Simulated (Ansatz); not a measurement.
Mulliken charges of C$_{4}$H$_{5}$F (`C=C/C=C/F`) from r2SCAN/def2-TZVPP in Ansatz (PBE0-D4/def2-TZVP geometry).

| atom | x (Å) | y (Å) | z (Å) | charge (e) |
| --- | --- | --- | --- | --- |
| C1 | -1.375 | 1.242 | -0.082 | -0.187 |
| C2 | -0.153 | 0.720 | 0.022 | -0.060 |
| C3 | 0.133 | -0.696 | -0.024 | -0.067 |
| C4 | 1.366 | -1.173 | 0.084 | 0.136 |
| F5 | 1.625 | -2.481 | 0.041 | -0.192 |
| H6 | -2.249 | 0.613 | -0.210 | 0.065 |
| H7 | -1.536 | 2.311 | -0.041 | 0.085 |
| H8 | 0.699 | 1.384 | 0.150 | 0.062 |
| H9 | -0.689 | -1.395 | -0.150 | 0.075 |
| H10 | 2.263 | -0.576 | 0.212 | 0.082 |

Task: By hand: the dipole of these point charges (1 e Å = 4.8032 D).

Result: Σ q r = (0.032, 0.258, 0.017) e Å, of length 0.261 e Å = 1.25 D.

Task: How does the dipole of the full density compare? (Best estimate.)

Result: Ansatz gave: (0.004, 0.214, 0.012) e Å, 1.03 D; the point charges give 1.21 times that, at 6° from its direction.

Point charges leave out the atoms' own dipoles, such as those of lone pairs, and Mulliken's split depends on the basis, so the two needn't agree.
